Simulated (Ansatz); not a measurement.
Species: SiH4, charge 0, triplet. This triplet is an excited state, 4.7 eV above the singlet at CCSD(T)/cc-pV(5+d)Z (Ansatz, a program for electronic structure). SiH4 (parent SMILES [SiH4], triplet).
B3LYP-D3(BJ)/def2-TZVP minimum from Ansatz:
```xyz
5

Si    -0.0412     0.0056    -0.0927
H      0.3619     1.4451     0.3157
H     -1.1920     0.1828     0.9299
H      1.4802    -0.2218    -0.2811
H     -0.0738    -1.4842     0.3330
```
Charge 0, spin multiplicity 3.

Total energies in aug-cc-pV(T+d)Z, 8 correlated electrons, 5 frozen orbitals. UHF or UKS for unpaired electrons; spin-orbit terms are left out. Correlated methods leave the cores frozen. No relativity. The UHF reference of H4Si (parent SMILES [SiH4], triplet) is spin-contaminated (<S^2> up to 0.04 over the pure value in the sets run). The spin of H4Si (parent SMILES [SiH4], triplet) was assumed, and the state is the lowest solution found for it.

| method | program | energy (Eh) | minus CCSDT(Q) (mEh) |
|---|---|---|---|
| HF | Ansatz | -291.09210 | 181.17 |
| MP2 | Ansatz | -291.23375 | 39.52 |
| CCSD | Ansatz | -291.26547 | 7.80 |
| CCSD(T) | Ansatz | -291.27168 | 1.59 |
| CCSDT(Q) | Ansatz | -291.27327 | 0.00 |

Rough core times of Ansatz's runs on a shared machine: CCSD(T) 30 s, CCSDT(Q) 50 min.
